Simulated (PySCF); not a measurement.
One of the candidates below gave these computed data.

All candidates are C5H10.

* Polarisability: 65.3 au [CAM-B3LYP/aug-cc-pVTZ]
* Dipole: 0.22 D [CAM-B3LYP/aug-cc-pVTZ]
* 1H NMR: chemical shifts (computed TMS as zero) by class: 5.61 (1 H), 1.78 (3 H), 1.73 (3 H), 1.73 (3 H) ppm [GIAO PBE0/pcSseg-2]
* UV, first state: lowest singlet excitation: 5.77 eV (215 nm, f = 0.000) [TDDFT CAM-B3LYP/aug-cc-pVTZ]
* 13C NMR: chemical shifts (computed TMS as zero) by class: 144.7 (1 C), 131.3 (1 C), 29.6 (1 C), 19.0 (1 C), 16.5 (1 C) ppm [GIAO PBE0/pcSseg-2]
* UV, strongest line: among the 10 lowest singlet transitions: S5 at 7.03 eV (176 nm, f = 0.270) [TDDFT CAM-B3LYP/aug-cc-pVTZ]
* Rotational structure: rotational constants A, B, C: 8.141, 3.555, 2.593 GHz [PBE0-D3(BJ)/def2-TZVP]

The electronic properties come from PySCF, for the isolated species, density fitting. Levels stand in brackets. Geometry: PBE0-D3(BJ)/def2-TZVP; no solvent, vibrations or thermal averaging. NMR classes are plain means over equivalent atoms (diastereotopic ones count apart unless rotation or inversion swaps them), as if these changed places fast.

Problem. Which candidate is it?
A. `C=C(C)CC`
B. `C/C=C\CC`
C. `CC=C(C)C`
D. `C1CCCC1`

Solution. C. It is `CC=C(C)C`. Numbering: `[CH3:1][CH:2]=[C:3]([CH3:4])[CH3:5]`. Its formula, C5H10, gives 1 degree of unsaturation: 0 rings and 1 π bond in the structure found. 5 carbons fall into 5 classes; from least to most shielded: fully substituted alkene carbon [C3] (144.7 ppm), alkene CH carbon [C2] (131.3 ppm), allylic carbon [C5] (29.6 ppm), allylic carbon [C4] (19.0 ppm), allylic carbon [C1] (16.5 ppm). Hydrogen classes from least to most shielded: 1 H on an alkene CH carbon, C2 (5.61 ppm), 3 H on an allylic carbon, C5 (1.78 ppm), 3 H on an allylic carbon, C1 (1.73 ppm, a mean of values up to 0.5 ppm apart in this geometry), 3 H on an allylic carbon, C4 (1.73 ppm, a mean of values up to 1.0 ppm apart in this geometry). The optimised geometry has point group Cs and is an asymmetric top.

The others, at the same levels:
- `C1CCCC1` fails: its computed lowest singlet excitation is 7.86 eV (158 nm, f = 0.000) (against 5.77 eV), static isotropic polarisability is 58.8 au (against 65.3 au) and rotational constant A is 6.566 GHz (against 8.141 GHz).
- `C=C(C)CC` fails: its computed 13C shifts are 163.8 (1 C), 119.7 (1 C), 37.7 (1 C), 23.7 (1 C), 16.2 (1 C) ppm, 1H shifts are 5.05 (1 H), 4.98 (1 H), 2.19 (2 H), 1.83 (3 H), 1.06 (3 H) ppm and lowest singlet excitation is 6.25 eV (198 nm, f = 0.027) (against 5.77 eV).
- `C/C=C\CC` fails: its computed 13C shifts are 144.5 (1 C), 135.4 (1 C), 24.9 (1 C), 17.1 (1 C), 15.1 (1 C) ppm, 1H shifts are 5.85 (1 H), 5.83 (1 H), 2.19 (2 H), 1.74 (3 H), 0.94 (3 H) ppm and lowest singlet excitation is 6.09 eV (204 nm, f = 0.013) (against 5.77 eV).

Each candidate is one conformer, not necessarily the lowest. Dipoles, sizes and rotational constants follow the conformer. The torsions of the flexible species, by atom-mapped SMILES:
- `[CH2:1]=[C:2]([CH3:3])[CH2:4][CH3:5]`: C1–C2–C4–C5 115°
- `[CH3:1]/[CH:2]=[CH:3]\[CH2:4][CH3:5]`: C2–C3–C4–C5 -114°
